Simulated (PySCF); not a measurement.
Gas-phase reaction: 2 C2H6 → CH4 + C3H8

Energies from PySCF, thermal terms from the rigid-rotor harmonic-oscillator model, ideal gas at 1 bar. The comparison is the NASA 1993 polynomial table, which mixes measured and estimated data. † marks an energy on the PBE0/def2-TZVP geometry and frequencies; other levels use their own. MP2 and CCSD(T) freeze the core. 6-31G* has spherical d functions here. All species are closed-shell singlets. B3LYP is the form with VWN-RPA correlation. MP2 isn't extrapolated to the basis-set limit; its ΔH°(298 K) is -10.9 kJ in def2-SVP and -12.1 kJ in def2-TZVPP. CCSD(T) isn't extrapolated to the basis-set limit; its ΔH°(298 K) is -9.9 kJ in def2-SVP and -10.9 kJ in def2-TZVPP. The harmonic model lacks anharmonicity and excited electronic states, which grow with temperature; levels with a mode under 35 cm⁻¹ are left out. Internal rotation in C2H6, C3H8 is treated as a harmonic vibration of one conformer, which makes the entropy rough.

| level | ΔH°(298 K), kJ | minus table | ΔG°(600 K), kJ |
|---|---|---|---|
| table | -11.6 | - | -11.0 |
| B3LYP/6-31G* | -6.5 | 5.1 | -6.5 |
| B3LYP/def2-TZVP† | -6.9 | 4.7 | -6.9 |
| CCSD(T)/def2-SVP† | -9.9 | 1.7 | -9.9 |
| HF/6-31G* | -5.4 | 6.2 | -5.1 |
| MP2/def2-TZVPP† | -12.1 | -0.5 | -12.0 |
| PBE0/def2-TZVP | -8.0 | 3.6 | -8.0 |
| r2SCAN/def2-TZVP† | -10.3 | 1.3 | -10.3 |
| ωB97M-V/def2-TZVP† | -10.5 | 1.1 | -10.5 |
